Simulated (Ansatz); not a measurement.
# CH4BCl: the cost of one run

Program: Ansatz 0.2.0, Gaussian basis. Level of theory: PBE0-D4/def2-SVP. These are calculated values, not measurements.

16 further runs of the same task are left out: 16 set aside as unsound or not needed.

### 1 Where the work starts

The first end: 7 atoms, charge 0, spin multiplicity 1.

Atoms are counted from 1 here; the program's logs count them from 0.

Bond lengths: B1–H2 1.337 Å, B1–C3 1.421 Å, B1–H4 1.337 Å, B1–Cl5 1.761 Å, C3–H6 1.085 Å, C3–H7 1.085 Å. Angles: H2–B1–C3 105.7°, H2–B1–H4 39.0°, H2–B1–Cl5 112.5°, C3–B1–H4 105.6°, C3–B1–Cl5 139.4°, H4–B1–Cl5 112.5°, B1–C3–H6 120.9°, B1–C3–H7 124.5°, H6–C3–H7 114.6°.

Coordinates:

```xyz
7
charge 0, multiplicity 1
B    -0.1513    0.2470   -0.4287
H    -0.9303   -0.8175   -0.6474
C     0.4023    0.0579    0.8668
H    -0.1259   -0.9564   -1.0110
Cl   -0.4484    1.5458   -1.5797
H     0.4374   -0.9280    1.3193
H     0.8164    0.8512    1.4806
```

The second end:

```csv
atom,x (Å),y (Å),z (Å)
B1,0.1208,1.0299,-0.1030
H2,-1.2051,-1.6958,-1.1431
C3,0.5374,0.3898,1.0440
H4,-0.4958,-1.8005,-1.3515
Cl5,-0.3798,1.8276,-1.4939
H6,0.3803,-0.6709,1.2034
H7,1.0423,0.9200,1.8442
```

### 2 The band at PBE0-D4/def2-SVP

neb/in.yaml reads:

```yaml
crystal:
  periodic: [false, false, false]
  atoms:
    - {symbol: B, position_ang: [-0.151320, 0.247050, -0.428687]}
    - {symbol: H, position_ang: [-0.930349, -0.817511, -0.647392]}
    - {symbol: C, position_ang: [0.402255, 0.057852, 0.866806]}
    - {symbol: H, position_ang: [-0.125944, -0.956351, -1.011008]}
    - {symbol: Cl, position_ang: [-0.448409, 1.545814, -1.579667]}
    - {symbol: H, position_ang: [0.437420, -0.927984, 1.319329]}
    - {symbol: H, position_ang: [0.816446, 0.851229, 1.480619]}
basis:
  gaussian: {orbitals: def2-SVP}
hamiltonian: {xc: pbe0, dispersion: d4}
neb:
  images: 5
  climbing: true
  max_iterations: 40
  initial_path: idpp
  final_atoms:
    - {symbol: B, position_ang: [0.120843, 1.029899, -0.103038]}
    - {symbol: H, position_ang: [-1.205142, -1.695791, -1.143144]}
    - {symbol: C, position_ang: [0.537431, 0.389771, 1.043968]}
    - {symbol: H, position_ang: [-0.495823, -1.800481, -1.351492]}
    - {symbol: Cl, position_ang: [-0.379820, 1.827629, -1.493851]}
    - {symbol: H, position_ang: [0.380281, -0.670885, 1.203359]}
    - {symbol: H, position_ang: [1.042328, 0.919957, 1.844198]}
```

The run is started by

```console
ansatz run in.yaml --threads 2 --pin off --events-out ev --progress --plain --max-ram 4352MiB
```

**Question.** How long does this run take on 2 threads of Arm Neoverse V1, shared host?

About 2.2 min.
